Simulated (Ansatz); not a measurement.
Process, species as SMILES: [PH2] (PH2) → PH2+ (singlet, bonded as [PH2]) + e-
B3LYP-D3(BJ)/def2-TZVP geometries, fixed; electronic energies without zero-point terms.

Basis-set convergence of the adiabatic ionisation energy at CCSD(T) with Ansatz (a quantum-chemistry and plane-wave program). Cartesian d functions, on some or all atoms, in 6-311G**; all else is spherical. Cores are frozen. A restricted Hartree-Fock determinant is unstable towards unrestricted orbitals. Open shells are unrestricted. No added dispersion term, no relativity. Functions are those of the species that has most. Reference: Hartree-Fock in aug-cc-pV(Q+d)Z plus the correlation part extrapolated as X^-3 from aug-cc-pV(T+d)Z and aug-cc-pV(Q+d)Z, 9.822 eV, itself unsure by roughly 0.007 eV (a third of the extrapolation step and of the last Hartree-Fock step). Deviations are taken from unrounded values.

```json
[
 {"basis": "STO-3G", "functions": "11", "adiabatic ionisation energy (eV)": "6.494", "minus reference (eV)": "-3.328"},
 {"basis": "3-21G", "functions": "17", "adiabatic ionisation energy (eV)": "9.468", "minus reference (eV)": "-0.354"},
 {"basis": "6-31G", "functions": "17", "adiabatic ionisation energy (eV)": "9.424", "minus reference (eV)": "-0.397"},
 {"basis": "pcseg-0", "functions": "17", "adiabatic ionisation energy (eV)": "9.544", "minus reference (eV)": "-0.277"},
 {"basis": "cc-pV(D+d)Z", "functions": "33", "adiabatic ionisation energy (eV)": "9.517", "minus reference (eV)": "-0.304"},
 {"basis": "6-311G**", "functions": "39", "adiabatic ionisation energy (eV)": "9.455", "minus reference (eV)": "-0.367"},
 {"basis": "def2-TZVP", "functions": "49", "adiabatic ionisation energy (eV)": "9.705", "minus reference (eV)": "-0.117"},
 {"basis": "aug-cc-pV(D+d)Z", "functions": "50", "adiabatic ionisation energy (eV)": "9.642", "minus reference (eV)": "-0.180"},
 {"basis": "pcseg-2", "functions": "62", "adiabatic ionisation energy (eV)": "9.618", "minus reference (eV)": "-0.203"},
 {"basis": "jun-cc-pV(T+d)Z", "functions": "76", "adiabatic ionisation energy (eV)": "9.744", "minus reference (eV)": "-0.077"},
 {"basis": "pcseg-3", "functions": "130", "adiabatic ionisation energy (eV)": "9.762", "minus reference (eV)": "-0.060"},
 {"basis": "def2-QZVPPD", "functions": "142", "adiabatic ionisation energy (eV)": "9.791", "minus reference (eV)": "-0.031"},
 {"basis": "aug-pcseg-3", "functions": "187", "adiabatic ionisation energy (eV)": "9.779", "minus reference (eV)": "-0.043"}
]
```
